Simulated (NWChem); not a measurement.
**One shape, several levels: C2F3N (cyanotrifluoromethane)**

We compute a comparison of 5 runs (HF/def2-SVP, PBE/3-21G, PBE/6-31G, PBE0/def2-SVP, r2SCAN/pcseg-1) of C2F3N (cyanotrifluoromethane). 

The results are computed with NWChem 7.3.0.

### 1 The structure to begin with

C2F3N has 6 atoms, charge 0, and is taken as a singlet. SMILES: `N#CC(F)(F)F`. The coordinates come from a PBE0-D4/def2-TZVP relaxation.

Bond lengths: N1–C2 1.146 Å, C2–C3 1.481 Å, C3–F4 1.326 Å, C3–F5 1.326 Å, C3–F6 1.326 Å. Angles: N1–C2–C3 180.0°, C2–C3–F4 110.1°, C2–C3–F5 110.1°, C2–C3–F6 110.1°, F4–C3–F5 108.8°, F4–C3–F6 108.8°, F5–C3–F6 108.8°.

### 2 Energy and forces at HF/def2-SVP (run 1)

geom.xyz reads:

```xyz
6
C2F3N
N      1.022100    -1.705100     0.893500
C      0.486200    -0.810600     0.417800
C     -0.206400     0.345600    -0.197200
F     -1.316000    -0.055800    -0.802300
F      0.581500     0.927000    -1.091500
F     -0.525200     1.234800     0.733600
```

run.py reads:

```python
from ase.io import read
from ase.calculators.nwchem import NWChem

system = read('geom.xyz')

calc = NWChem(
    label='geom',
    theory='scf',
    memory='2200 mb',
    basis='def2-SVP',
    basispar='spherical bse',
    scf={'nopen': '0', 'rhf': None, 'thresh': '1e-08', 'maxiter': '80', 'print': 'low'},
)
system.calc = calc

forces = system.get_forces()
print("Total energy (eV):", round(system.get_potential_energy(), 6))
print("forces (eV/A):")
for s, f in zip(system.symbols, forces):
    print(f"{s:2s} {f[0]:10.5f} {f[1]:10.5f} {f[2]:10.5f}")
```

Command:

```bash
$ export ASE_NWCHEM_COMMAND="nwchem PREFIX.nwi > PREFIX.nwo"
$ python run.py
```

Log:

```text
Total energy (eV): -11650.127451
forces (eV/A):
N    -1.18980    1.98577   -1.05585
C     1.25506   -2.09442    1.11339
C    -0.64982    1.08583   -0.57500
F     1.12229    0.45904    0.60272
F    -0.84276   -0.55824    0.90385
F     0.30504   -0.87793   -0.98910
```

The calculator wrote geom.nwi:

```
title "geom"

permanent_dir geom

scratch_dir geom

start geom

geometry units angstrom nocenter noautosym noautoz
  N  1.0221000000000000e+00 -1.7051000000000001e+00 8.9349999999999996e-01
  C  4.8620000000000002e-01 -8.1059999999999999e-01 4.1780000000000000e-01
  C  -2.0640000000000000e-01 3.4560000000000002e-01 -1.9719999999999999e-01
  F  -1.3160000000000001e+00 -5.5800000000000002e-02 -8.0230000000000001e-01
  F  5.8150000000000002e-01 9.2700000000000005e-01 -1.0914999999999999e+00
  F  -5.2520000000000000e-01 1.2347999999999999e+00 7.3360000000000003e-01
end

memory 2200 mb

basis spherical bse noprint
   * library def2-SVP
end

scf
  nopen 0
  rhf
  thresh 1e-08
  maxiter 80
  print low
end

task scf gradient
```

geom.nwo:

```text
Northwest Computational Chemistry Package (NWChem) 7.3.0
             --------------------------------------------------------

           Job information
           ---------------

    nwchem branch   = 7.3.0
    use scalapack   = T
    input           = geom.nwi
    prefix          = geom.
    data base       = geom/geom.db
    status          = startup
    nproc           =        1

           Memory information
           ------------------

[... 5 lines left out ...]
    hardfail = no
[... 107 lines left out ...]
       Final RHF  results
[... 3 lines left out ...]
      One-electron energy =  -1053.119613254513
[... 1 line left out ...]
 Nuclear repulsion energy =    232.270665651217
[... 6 lines left out ...]
                         RHF ENERGY GRADIENTS

    atom               coordinates                        gradient
                 x          y          z           x          y          z
   1 N       1.931489  -3.222172   1.688470    0.023138  -0.038617   0.020533
   2 C       0.918785  -1.531812   0.789528   -0.024407   0.040730  -0.021652
   3 C      -0.390039   0.653089  -0.372654    0.012637  -0.021116   0.011182
   4 F      -2.486879  -0.105447  -1.516127   -0.021825  -0.008927  -0.011721
   5 F       1.098876   1.751776  -2.062636    0.016389   0.010856  -0.017577
   6 F      -0.992484   2.333434   1.386303   -0.005932   0.017073   0.019235

 Task  times  cpu:        6.2s     wall:        6.2s
 Total times  cpu:        6.3s     wall:        6.3s
```

It took 7.2 s on 1 thread of AMD EPYC 9R45 (Zen 5), shared host; peak memory 0.1 GiB.

### 3 Energy and gradient at PBE/3-21G (run 2)

struct.nw reads:

```
start struct
memory total 2200 mb
geometry units angstroms noautosym nocenter noautoz
N      1.022100    -1.705100     0.893500
C      0.486200    -0.810600     0.417800
C     -0.206400     0.345600    -0.197200
F     -1.316000    -0.055800    -0.802300
F      0.581500     0.927000    -1.091500
F     -0.525200     1.234800     0.733600
end
basis spherical bse
* library 3-21G
end
dft
xc xpbe96 cpbe96
mult 1
grid xfine
convergence energy 1e-08
iterations 100
mulliken
end
task dft gradient
```

Command:

```bash
$ nwchem struct.nw > struct.out
```

Log:

```text
[...]
          Wavefunction type:  closed shell.
          No. of atoms     :     6
          No. of electrons :    46
[...]
          Charge           :     0
          Spin multiplicity:     1
[...]
          AO basis - number of functions:    54
[...]
              XC Information
              --------------
          PerdewBurkeErnzerhof Exchange Functional  1.000
            Perdew 1991 LDA Correlation Functional  1.000 local
           PerdewBurkeErnz. Correlation Functional  1.000 non-local
[...]
 d= 0,ls=0.0,diis     1   -427.3522457510 -6.60D+02  7.81D-02  2.74D+00     0.6
[...]
 d= 0,ls=0.0,diis    11   -427.6679625686 -3.45D-09  7.29D-07  3.94D-09     5.2
         Total DFT energy =     -427.667962568583
      One electron energy =    -1051.579474904286
           Coulomb energy =      440.154637587957
    Exchange-Corr. energy =      -48.513790903472
 Nuclear repulsion energy =      232.270665651217
[...]
  wavefunction    = closed shell
                         DFT ENERGY GRADIENTS
    atom               coordinates                        gradient
                 x          y          z           x          y          z
   1 N       1.931489  -3.222172   1.688470   -0.030682   0.051216  -0.027241
   2 C       0.918785  -1.531812   0.789528    0.030544  -0.050993   0.027128
   3 C      -0.390039   0.653089  -0.372654   -0.021361   0.035621  -0.019005
   4 F      -2.486879  -0.105447  -1.516127    0.042113   0.017590   0.022575
   5 F       1.098876   1.751776  -2.062636   -0.031860  -0.020731   0.033813
   6 F      -0.992484   2.333434   1.386303    0.011245  -0.032704  -0.037269
[...]
```

It took 6.6 s on 1 thread of AMD EPYC 9R45 (Zen 5), shared host; peak memory 0.13 GiB.

### 4 Energy and gradient at PBE/6-31G (run 3)

run.py reads:

```python
from ase import Atoms
from ase.calculators.nwchem import NWChem

atoms = Atoms(['N', 'C', 'C', 'F', 'F', 'F'], positions=[
    [1.022100, -1.705100, 0.893500],
    [0.486200, -0.810600, 0.417800],
    [-0.206400, 0.345600, -0.197200],
    [-1.316000, -0.055800, -0.802300],
    [0.581500, 0.927000, -1.091500],
    [-0.525200, 1.234800, 0.733600],
])

calc = NWChem(
    label='c2f3n',
    theory='dft',
    memory='2200 mb',
    basis='6-31G',
    basispar='spherical bse',
    dft={'xc': 'xpbe96 cpbe96', 'mult': '1', 'grid': 'xfine', 'convergence': 'energy 1e-08', 'iterations': '100', 'mulliken': None},
)
atoms.calc = calc

forces = atoms.get_forces()
print(f"energy = {atoms.get_potential_energy():.6f} eV")
print("forces (eV/A):")
for s, f in zip(atoms.symbols, forces):
    print(f"{s:2s} {f[0]:10.5f} {f[1]:10.5f} {f[2]:10.5f}")
print("dipole (e A):", atoms.get_dipole_moment().round(4))
```

Command:

```bash
$ export ASE_NWCHEM_COMMAND="nwchem PREFIX.nwi > PREFIX.nwo"
$ python run.py
```

Log:

```text
energy = -11698.297344 eV
forces (eV/A):
N     1.99924   -3.33719    1.77488
C    -1.93815    3.23548   -1.72099
C     1.48579   -2.47829    1.32103
F    -2.79361   -1.06562   -1.51448
F     2.02860    1.43236   -2.24761
F    -0.78192    2.21331    2.38717
dipole (e A): [-0.1074  0.1792 -0.0954]
```

The calculator wrote c2f3n.nwi:

```
title "c2f3n"

permanent_dir c2f3n

scratch_dir c2f3n

start c2f3n

geometry units angstrom nocenter noautosym noautoz
  N  1.0221000000000000e+00 -1.7051000000000001e+00 8.9349999999999996e-01
  C  4.8620000000000002e-01 -8.1059999999999999e-01 4.1780000000000000e-01
  C  -2.0640000000000000e-01 3.4560000000000002e-01 -1.9719999999999999e-01
  F  -1.3160000000000001e+00 -5.5800000000000002e-02 -8.0230000000000001e-01
  F  5.8150000000000002e-01 9.2700000000000005e-01 -1.0914999999999999e+00
  F  -5.2520000000000000e-01 1.2347999999999999e+00 7.3360000000000003e-01
end

memory 2200 mb

basis spherical bse noprint
   * library 6-31G
end

dft
  xc xpbe96 cpbe96
  mult 1
  grid xfine
  convergence energy 1e-08
  iterations 100
  mulliken
end

task dft gradient
```

c2f3n.nwo:

```text
Northwest Computational Chemistry Package (NWChem) 7.3.0
             --------------------------------------------------------

           Job information
           ---------------

    nwchem branch   = 7.3.0
    use scalapack   = T
    input           = c2f3n.nwi
    prefix          = c2f3n.
    data base       = c2f3n/c2f3n.db
    status          = startup
    nproc           =        1

           Memory information
           ------------------

[... 5 lines left out ...]
    hardfail = no
[... 103 lines left out ...]
  convergence criterion.
[... 39 lines left out ...]
          Spatial weights used:  Erf1
[... 32 lines left out ...]
 1-e energy   =   -1054.979090
[... 45 lines left out ...]
           Coulomb energy =      440.354305647708
[... 452 lines left out ...]
          Convergence on density requested:  1.00D-05
[... 25 lines left out ...]
          total energy or number of iterations.
[... 37 lines left out ...]
                 ----------------------------------------
                 |  Time  |  1-e(secs)   |  2-e(secs)   |
                 ----------------------------------------
                 |  CPU   |       0.00   |       0.46   |
                 ----------------------------------------
                 |  WALL  |       0.00   |       0.46   |
                 ----------------------------------------

 Task  times  cpu:        8.6s     wall:        8.6s
 Total times  cpu:        8.6s     wall:        8.6s
```

Wall time 9.6 s (1 thread of AMD EPYC 9R45 (Zen 5), shared host); peak memory 0.13 GiB.

Run 4 isn't shown in full; the table further down has it.

### 5 Energy and gradient at r2SCAN/pcseg-1 (run 5)

run.nw reads:

```
start run
memory total 2200 mb
charge 0

geometry noautosym nocenter noautoz
   N     1.022100   -1.705100    0.893500
   C     0.486200   -0.810600    0.417800
   C    -0.206400    0.345600   -0.197200
   F    -1.316000   -0.055800   -0.802300
   F     0.581500    0.927000   -1.091500
   F    -0.525200    1.234800    0.733600
end

basis spherical bse
   N library pcseg-1
   C library pcseg-1
   F library pcseg-1
end

dft
   xc r2scan
   grid xfine
   convergence energy 1e-08
   iterations 100
   mulliken
   print medium
end

task dft gradient
```

Command:

```bash
$ nwchem run.nw > run.out
```

Log:

```text
[...]
          Wavefunction type:  closed shell.
          No. of atoms     :     6
          No. of electrons :    46
[...]
          Charge           :     0
          Spin multiplicity:     1
[...]
          AO basis - number of functions:    84
[...]
              XC Information
              --------------
                      r^2SCAN Method XC Functional
               r^2SCAN metaGGA Exchange Functional  1.000
                     r^2SCAN Correlation Potential  1.000
[...]
 d= 0,ls=0.0,diis     1   -429.9181750727 -6.62D+02  2.95D-02  2.31D+00     1.6
[...]
 d= 0,ls=0.0,diis    11   -430.1697735176 -1.15D-09  2.03D-07  9.17D-10    15.6
         Total DFT energy =     -430.169773517643
      One electron energy =    -1053.945401300568
           Coulomb energy =      440.360549000141
    Exchange-Corr. energy =      -48.855586868434
 Nuclear repulsion energy =      232.270665651217
[...]
  wavefunction    = closed shell
                         DFT ENERGY GRADIENTS
    atom               coordinates                        gradient
                 x          y          z           x          y          z
   1 N       1.931489  -3.222172   1.688470   -0.013692   0.022858  -0.012158
   2 C       0.918785  -1.531812   0.789528    0.013403  -0.022380   0.011909
   3 C      -0.390039   0.653089  -0.372654   -0.004714   0.007849  -0.004218
   4 F      -2.486879  -0.105447  -1.516127    0.009315   0.003682   0.005033
   5 F       1.098876   1.751776  -2.062636   -0.006856  -0.004702   0.007467
   6 F      -0.992484   2.333434   1.386303    0.002544  -0.007307  -0.008033
[...]
```

It took 21 s on 1 thread of AMD EPYC 9R45 (Zen 5), shared host; peak memory 0.13 GiB.

### 6 All runs side by side

| run | level | iteration cap | module | energy (Eh) | largest force (eV/Å) | wall time |
| --- | --- | --- | --- | --- | --- | --- |
| 1 | HF/def2-SVP | 80 | scf | -428.134291 | 2.684 | 7.2 s |
| 2 | PBE/3-21G | 100 | dft | -427.667963 | 3.375 | 6.6 s |
| 3 | PBE/6-31G | 100 | dft | -429.904502 | 4.276 | 9.6 s |
| 4 | PBE0/def2-SVP | 100 | dft | -429.698382 | 1.015 | 16 s |
| 5 | r2SCAN/pcseg-1 | 100 | dft | -430.169774 | 1.506 | 21 s |

### 7 Outcome

| quantity | value |
| --- | --- |
| run 5: total energy | -430.16977 Eh |
| run 5: dipole moment | 1.42 D |
| run 5: HOMO energy | -10.12 eV |
| run 5: LUMO energy | -1.73 eV |
| run 5: HOMO–LUMO gap | 8.38 eV |
| run 5: largest force on an atom | 1.506 eV/Å |

In words: Over runs 2, 3, 4, 5 the dipole moment (its size) runs from 1.10 D (PBE/6-31G) to 1.42 D (r2SCAN/pcseg-1). The two ends differ in method and basis. Over runs 2, 3, 4, 5 the HOMO–LUMO gap runs from 7.56 eV (PBE/6-31G) to 10.49 eV (PBE0/def2-SVP). Totals of different functionals can't be ranked against each other. All runs together took 60 s, the longest 21 s.
